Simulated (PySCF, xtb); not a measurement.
CH2F2, SMILES FCF (connectivity only; charge and spin as stated), charge +1, multiplicity 2.

Harmonic wavenumbers (cm⁻¹) from GFN2-xTB run with xtb at its own minimum, in rising order: 516, 764, 954, 1089, 1102, 1134, 1205, 2340, 2485.

Problem. What does B3LYP-D3(BJ)/def2-TZVP (PySCF) give at its own minimum? (Estimate from the structure and the level; the computed values follow.)

Solution. 591, 641, 988, 1054, 1104, 1238, 1395, 2119, 2479. Paired by order, the mean absolute difference is 88 cm⁻¹ and the zero-point energies are 16.6 and 16.6 kcal/mol.
